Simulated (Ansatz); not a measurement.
```yaml
crystal:
  periodic: [false, false, false]
  atoms:
    - {symbol: C, position_ang: [0.000000, 0.000000, -1.214818]}
    - {symbol: N, position_ang: [0.000000, 0.000000, 0.000000]}
    - {symbol: C, position_ang: [0.000000, 0.000000, 1.214818]}
basis:
  gaussian: {orbitals: def2-TZVP}
magnetization: {spin_polarized: true, initial_magnetization: 3}
hamiltonian: {xc: pbe0}
relax: {f_tol: 0.004, max_steps: 80}
```

```sh
$ ansatz run in.yaml --threads 1 --pin off --events-out ev --progress --plain --max-ram 2176MiB
```

Steps of the relaxation (energy above the last step; positions in Å, forces in eV/Å):

```
3
step 1, 63.4 meV
C     0.000    0.000   -1.215    0.000    0.000   -0.377
N     0.000    0.000    0.000    0.000    0.000   -2.492
C     0.000    0.000    1.215    0.000    0.000    2.868
```

```
3
step 2, 10.8 meV
C     0.000    0.000   -1.226    0.000    0.000    0.377
N     0.000    0.000   -0.008    0.000    0.000   -1.305
C     0.000    0.000    1.235    0.000    0.000    0.928
```

```
3
step 3, 0.4 meV
C     0.000    0.000   -1.227    0.000    0.000    0.130
N     0.000    0.000   -0.016    0.000    0.000   -0.256
C     0.000    0.000    1.243    0.000    0.000    0.126
```

```
3
step 4, 0.0 meV
C     0.000    0.000   -1.226    0.000    0.000   -0.005
N     0.000    0.000   -0.018    0.000    0.000    0.001
C     0.000    0.000    1.244    0.000    0.000    0.005
```

```
3
step 5, 0.0 meV
C     0.000    0.000   -1.226    0.000    0.000    0.000
N     0.000    0.000   -0.018    0.000    0.000    0.000
C     0.000    0.000    1.244    0.000    0.000    0.000
```

Close pairs at the end: C1–N2 1.208 Å, N2–C3 1.262 Å.

A stationary point of unrestricted PBE0 after 5 steps, with ⟨S²⟩ = 3.798 against 3.75 for a pure state; no frequencies were run, so it isn't proven a minimum. 14 s on 1 thread of AMD EPYC 7R43, shared host.
